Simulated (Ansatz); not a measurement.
One crystal and one scan (energy against volume) at two levels, r2SCAN (plane waves to 500 eV, PAW, scalar-relativistic; Ansatz, an electronic-structure program) and PBE (plane waves to 420 eV, PAW, scalar-relativistic; Ansatz), each from its own relaxed cell and on its own mesh. The cell shown is that of r2SCAN.

TiN (rock salt)

```xyz
2
Lattice="0.0000 2.1163 2.1163 2.1163 0.0000 2.1163 2.1163 2.1163 0.0000" Properties=species:S:1:pos:R:3 pbc="T T T"
N      0.0000     0.0000     0.0000
Ti     2.1163     2.1163     2.1163
```

E(V) scan at fixed shape, V₀ the volume above. Symmetry pins the atoms to their sites.

E stands for the smeared free energy. TiN is run without spin polarisation. TiN was relaxed with its symmetry unable to fall. Percentages come from the unrounded values. Both scans cover V/V₀ from 0.840 to 1.160.

Results of r2SCAN:

* **Lattice constant a (Å)**: 4.233
* **Pressure at the smallest volume (GPa)**: 74.2
* **Energy cost of the largest compression (meV/atom)**: 302
* **Energy cost of the largest expansion (meV/atom)**: 173
* **Bulk modulus B₀ (third-order Birch-Murnaghan fit) (GPa)**: 295.1
* **Pressure for 5 % compression (fit) (GPa)**: 16.9

Estimate the PBE values.


```tsv
quantity	PBE	r2SCAN − PBE
Lattice constant a (Å)	4.247	-0.014 (-0.3 %)
Pressure at the smallest volume (GPa)	69.8	+4.4 (+6.2 %)
Energy cost of the largest compression (meV/atom)	287	+15 (+5 %)
Energy cost of the largest expansion (meV/atom)	163	+10 (+6 %)
Bulk modulus B₀ (third-order Birch-Murnaghan fit) (GPa)	276.3	+18.8 (+6.8 %)
Pressure for 5 % compression (fit) (GPa)	15.8	+1.1 (+7 %)
```

r2SCAN gives the higher value for: pressure at the smallest volume; energy cost of the largest compression; energy cost of the largest expansion; bulk modulus B₀; pressure for 5 % compression. r2SCAN gives the lower value for: lattice constant a. For the lattice constant a the reference is 4.239 Å (measured, room temperature or unstated; as given in Guo-Xu Zhang, Anthony M Reilly, Alexandre Tkatchenko et al., New Journal of Physics (2018), doi:10.1088/1367-2630/aac7f0): it holds thermal shifts, so no verdict is drawn. For the bulk modulus B₀ the reference is 288 GPa (measured, room temperature or unstated; as given in V. Krasnenko, M.G. Brik, Solid State Sciences (2013), arXiv:1306.3139): it holds thermal shifts, so no verdict is drawn.  Neither level is exact: the differences show how much the result hangs on the functional.

(Under strain, the slope of the energy per volume gives the stress and its curvature an elastic modulus.)
